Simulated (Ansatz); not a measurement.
CO, singlet: cost against accuracy

Geometry (MP2(full)/6-31G*, from the G2/97 set):

```
atom   x (Å)   y (Å)   z (Å)
   O  0.0000  0.0000  0.0000
   C  0.0000  0.0000  1.1503
```

Measured, as an electronic atomization energy: 1084.7 kJ/mol (G2/97 heats of formation of molecule and atoms, with zero-point and thermal terms from B3LYP taken off; Curtiss et al., J. Chem. Phys. 106, 1063 (1997), Staroverov et al., J. Chem. Phys. 119, 12129 (2003)). The measured value holds scalar relativity and spin–orbit coupling, which all computed ones lack, and core correlation, which the wave-function levels lack. Atoms are taken at the same level; beside RHF, RMP2 and RCC rows they are unrestricted. The atoms' steps beyond CCSDT(Q) are taken from restricted open-shell runs, which share full CI's core. Ansatz 0.2.0; the 6-31G* set has Cartesian d functions; a miss is computed less measured; times are wall times on shared hosts and scatter by a factor of two or so. A small miss in a small set is a cancellation of the method's error against the basis error.

| level | basis | miss (kJ/mol) | time of the run | hardware |
| --- | --- | --- | --- | --- |
| RHF | STO-3G | -499.7 | 0.13 s | 1 CPU thread |
| CISD | STO-3G | -211.7 | 0.15 s | 1 CPU thread |
| SPW92 | cc-pVDZ | 151.7 | 0.19 s | 1 CPU thread |
| SPW92 | STO-3G | 134.8 | 0.19 s | 1 CPU thread |
| CISDTQ | STO-3G | -178.8 | 0.22 s | 1 CPU thread |
| RHF | 6-31G | -538.2 | 0.24 s | 1 CPU thread |
| PBE | STO-3G | 11.7 | 0.25 s | 1 CPU thread |
| B3LYP | cc-pVDZ | -33.6 | 0.31 s | 1 CPU thread |
| SPW92 | 6-31G | 44.3 | 0.31 s | 1 CPU thread |
| PBE0 | STO-3G | -77.8 | 0.34 s | 1 CPU thread |
| RHF | cc-pVTZ | -367.2 | 0.35 s | 1 CPU thread |
| RCCSD(T) | 6-31G | -214.4 | 0.38 s | 1 CPU thread |
| B2PLYP | cc-pVDZ | -35.3 | 0.4 s | 1 CPU thread |
| PBE | 6-31G* | 35.2 | 0.43 s | 1 CPU thread |
| PBE | cc-pVDZ | 30.4 | 0.46 s | 1 CPU thread |
| RPA-PBE | cc-pVDZ | -121.7 | 0.46 s | 1 CPU thread |
| r2SCAN | cc-pVDZ | -30.6 | 0.53 s | 1 CPU thread |
| RPA-PBE | 6-31G* | -111.2 | 0.58 s | 1 CPU thread |
| B3LYP | cc-pVTZ | -19.9 | 0.6 s | 1 CPU thread |
| RHF | cc-pVQZ | -364.6 | 0.62 s | 1 CPU thread |
| BCCD(T) | 6-31G* | -63.2 | 0.64 s | 1 CPU thread |
| PBE0 | 6-31G | -151.7 | 0.67 s | 1 CPU thread |
| wB97M-V | 6-31G* | -1.6 | 0.7 s | 1 CPU thread |
| RCCSDT(Q) | 6-31G | -211.5 | 1.1 s | 1 CPU thread |
| B3LYP | cc-pVQZ | -17.6 | 1.1 s | 1 CPU thread |
| r2SCAN | cc-pVQZ | -16.8 | 1.2 s | 1 CPU thread |
| BCCD(T) | cc-pVTZ | -32.6 | 1.3 s | 1 CPU thread |
| wB97M-V | cc-pVTZ | 1.9 | 1.3 s (with forces) | 1 CPU thread |
| RPA-PBE | cc-pVQZ | -71.5 | 1.5 s | 1 CPU thread |
| NEVPT2 (valence space) | 6-31G | -195.9 | 1.5 s | 1 CPU thread |
| B2PLYP | cc-pVQZ | -4.1 | 1.5 s | 1 CPU thread |
| B97M-V | cc-pVQZ | -13.7 | 1.8 s | 1 CPU thread |
| CISD | cc-pVTZ | -122.4 | 2 s | 1 CPU thread |
| NEVPT2 (valence space) | cc-pVDZ | -62.2 | 2 s | 1 CPU thread |
| wB97M-V | cc-pVQZ | 3.4 | 2.1 s | 1 CPU thread |
| CISDTQ | cc-pVDZ | -77.0 | 10 s | H100 + 5 CPU threads |
| NEVPT2 (valence space) | cc-pVQZ | -13.8 | 11 s | H100 + 5 CPU threads |
| CISD | cc-pVQZ | -109.8 | 16 s | 1 CPU thread |
| full CI | 6-31G | -211.6 | 28 s | 1 CPU thread |
| RCCSDT(Q) | cc-pVTZ | -32.2 | 30 s | 1 CPU thread |

HF's time is that of a plain UHF run.

The smallest set from which on each level stays within 1 kcal/mol of its own cc-pVQZ value (sets in order of size: STO-3G, 6-31G, cc-pVDZ, 6-31G*, cc-pVTZ, cc-pVQZ): RHF cc-pVTZ; PBE cc-pVTZ; r2SCAN cc-pVTZ; B3LYP cc-pVTZ; wB97M-V cc-pVTZ; B2PLYP none (cc-pVTZ is 1.7 kcal/mol off); RMP2 none (cc-pVTZ is 4.5 kcal/mol off); RCCSD(T) none (cc-pVTZ is 4.2 kcal/mol off).
